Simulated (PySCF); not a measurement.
Record of a relaxation.

Compound: 2-methylpentane, C6H14.
Atom-mapped SMILES: `[CH3:1][CH2:2][CH2:3][CH:4]([CH3:5])[CH3:6]` (hydrogens: H7, H8, H9 on C1; H10, H11 on C2; H12, H13 on C3; H14 on C4; H15, H16, H17 on C5; H18, H19, H20 on C6)

Computed by this run: PBE0-D3(BJ)/def2-SVP geometry optimisation, gas phase in PySCF; density fitting, grid level 1; the optimiser is geomeTRIC in internal coordinates, started from an MMFF94s structure. The frame can shift and turn from step to step; on so coarse a grid that alone can change the energy by a few meV, and forces under 0.02 eV/Å are noise.

Step 0: E = -6438.9279 eV, largest atomic force 1.036 eV/Å
```
atom  x, y, z in Å  |  force x, y, z in eV/Å
C1      2.751   -0.562   -0.132   -0.197  -0.149   0.321
C2      1.372   -0.567    0.512    0.198   0.358  -0.711
C3      0.387    0.304   -0.271   -0.237  -0.313   0.959
C4     -0.990    0.433    0.406   -0.212  -0.074  -0.891
C5     -1.854    1.435   -0.363    0.210  -0.098   0.368
C6     -1.720   -0.907    0.506    0.251   0.289   0.222
H7      2.706   -0.947   -1.156    0.038  -0.052  -0.228
H8      3.438   -1.193    0.439    0.243  -0.106   0.027
H9      3.166    0.451   -0.163    0.121   0.199  -0.055
H10     1.456   -0.202    1.542   -0.083   0.055   0.258
H11     1.014   -1.601    0.559   -0.162  -0.196   0.098
H12     0.267   -0.103   -1.283   -0.082  -0.070  -0.232
H13     0.819    1.306   -0.386    0.075   0.197  -0.046
H14    -0.847    0.823    1.422    0.119   0.079   0.233
H15    -2.825    1.569    0.127   -0.213   0.036   0.044
H16    -1.367    2.415   -0.409    0.073   0.205  -0.065
H17    -2.036    1.098   -1.390   -0.028  -0.088  -0.212
H18    -1.186   -1.605    1.158    0.090  -0.204   0.085
H19    -2.722   -0.773    0.928   -0.188   0.017   0.055
H20    -1.829   -1.375   -0.479   -0.018  -0.086  -0.230
```

Step 1: E = -6438.9601 eV, largest atomic force 0.171 eV/Å
```
atom  x, y, z in Å  |  force x, y, z in eV/Å
C1      2.763   -0.581   -0.110   -0.019   0.028  -0.027
C2      1.376   -0.568    0.516   -0.004  -0.046   0.081
C3      0.383    0.300   -0.244    0.046   0.033  -0.129
C4     -1.005    0.441    0.382    0.048  -0.008   0.163
C5     -1.855    1.441   -0.393    0.001   0.010  -0.046
C6     -1.724   -0.897    0.515   -0.060  -0.030  -0.019
H7      2.727   -0.963   -1.144    0.015   0.012   0.026
H8      3.464   -1.216    0.456   -0.046   0.026  -0.016
H9      3.191    0.435   -0.150    0.002  -0.033  -0.004
H10     1.444   -0.207    1.559   -0.001  -0.019  -0.006
H11     0.999   -1.603    0.579   -0.001   0.022   0.014
H12     0.268   -0.096   -1.271    0.011   0.020  -0.017
H13     0.820    1.309   -0.359   -0.023  -0.009  -0.019
H14    -0.860    0.845    1.403   -0.010   0.007   0.013
H15    -2.840    1.586    0.080    0.039  -0.011  -0.014
H16    -1.365    2.426   -0.459   -0.010  -0.042   0.005
H17    -2.031    1.087   -1.424   -0.002   0.013   0.015
H18    -1.181   -1.607    1.158   -0.001   0.046  -0.029
H19    -2.728   -0.761    0.948    0.023  -0.018  -0.013
H20    -1.850   -1.370   -0.475   -0.005   0.000   0.023
```

Step 2: E = -6438.9615 eV, largest atomic force 0.034 eV/Å
```
atom  x, y, z in Å  |  force x, y, z in eV/Å
C1      2.758   -0.580   -0.110    0.002  -0.004   0.002
C2      1.372   -0.566    0.517    0.014   0.004  -0.001
C3      0.383    0.303   -0.248    0.003  -0.012  -0.015
C4     -1.001    0.441    0.386    0.000   0.000   0.034
C5     -1.850    1.439   -0.392   -0.015   0.010  -0.013
C6     -1.722   -0.897    0.515   -0.008  -0.003  -0.011
H7      2.724   -0.964   -1.142    0.001  -0.001   0.002
H8      3.454   -1.215    0.458    0.009  -0.003  -0.001
H9      3.189    0.433   -0.152    0.000  -0.002   0.002
H10     1.440   -0.206    1.559   -0.002   0.001  -0.005
H11     0.993   -1.600    0.582   -0.001   0.005   0.000
H12     0.268   -0.093   -1.276   -0.001   0.002   0.008
H13     0.818    1.312   -0.366   -0.005  -0.002   0.001
H14    -0.857    0.845    1.407   -0.002  -0.003  -0.010
H15    -2.834    1.585    0.080   -0.005   0.005  -0.003
H16    -1.358    2.422   -0.458    0.000   0.002   0.000
H17    -2.026    1.085   -1.422    0.002  -0.002   0.005
H18    -1.175   -1.605    1.154    0.003  -0.003   0.000
H19    -2.725   -0.767    0.950    0.003   0.002   0.003
H20    -1.850   -1.369   -0.475    0.002   0.004   0.002
```

Step 3: E = -6438.9616 eV, largest atomic force under 0.02 eV/Å
```
atom  x, y, z in Å  |  force x, y, z in eV/Å
C1      2.759   -0.581   -0.110   -0.004  -0.001   0.001
C2      1.374   -0.566    0.517    0.004   0.005  -0.003
C3      0.383    0.302   -0.249    0.001  -0.004  -0.001
C4     -1.002    0.441    0.387    0.000   0.000   0.006
C5     -1.851    1.439   -0.392    0.001   0.001  -0.003
C6     -1.724   -0.897    0.514   -0.001   0.001  -0.004
H7      2.725   -0.966   -1.142    0.000  -0.001  -0.001
H8      3.456   -1.216    0.458    0.002  -0.002   0.001
H9      3.190    0.432   -0.153    0.001   0.002   0.001
H10     1.441   -0.204    1.559    0.000   0.002  -0.001
H11     0.994   -1.599    0.584   -0.001  -0.001   0.001
H12     0.267   -0.094   -1.276   -0.001  -0.002   0.003
H13     0.817    1.311   -0.367   -0.001   0.002   0.000
H14    -0.857    0.844    1.408   -0.001  -0.002  -0.003
H15    -2.835    1.586    0.080   -0.001   0.000   0.001
H16    -1.359    2.422   -0.458    0.001   0.002   0.000
H17    -2.026    1.085   -1.422    0.001  -0.002   0.000
H18    -1.176   -1.606    1.153    0.002  -0.003   0.000
H19    -2.726   -0.766    0.951    0.000   0.001   0.003
H20    -1.852   -1.367   -0.476    0.000   0.002   0.000
```

Q: Summarise the path.

A: The energy falls by 0.0336 eV from step 0 to step 3; nine tenths of that is first reached at step 1. It falls at every step. The largest force goes from 1.036 to under 0.02 eV/Å. Among the bonds C3–C4 changes most (a near tie, within 0.001 Å, with another), from 1.540 to 1.530 Å; the atoms move by 0.021 Å rms after alignment.

Q: Follow the three bonds and two angles with the largest change from start to end.

A: 
| step | E above end (eV) | largest force (eV/Å) | C3–C4 (Å) | C4–H14 (Å) | C3–H12 (Å) | C2–C3–C4 (°) | H10–C2–H11 (°) |
| --- | --- | --- | --- | --- | --- | --- | --- |
| 0 | 0.0336 | 1.036 | 1.540 | 1.097 | 1.098 | 113.5 | 107.4 |
| 1 | 0.0015 | 0.171 | 1.529 | 1.107 | 1.107 | 116.1 | 105.9 |
| 2 | 0.0001 | 0.034 | 1.529 | 1.107 | 1.107 | 115.5 | 105.8 |
| 3 | 0.0000 | under 0.02 | 1.530 | 1.107 | 1.107 | 115.6 | 105.7 |

The cost below is that of the whole optimisation. On one thread of an Intel Xeon Platinum 8488C, no GPU, shared host with 192 logical CPUs at a one-minute load of 100, this took 45 s of wall time and 0.62 GiB of memory at its peak.
